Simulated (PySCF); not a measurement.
Cartesian coordinates (Å):
```xyz
1

Cl     0.0000     0.0000     0.0000
```
Charge 0, spin multiplicity 2.

### Question
Give the total energy, dipole moment and highest occupied spin orbital at the level PBE0-D3(BJ)/def2-TZVP (PySCF).

### Answer

```json
{
 "total_energy": "-12517.17 eV",
 "dipole_moment": "0.00 D",
 "highest_occupied_spin_orbital": "-9.54 eV"
}
```
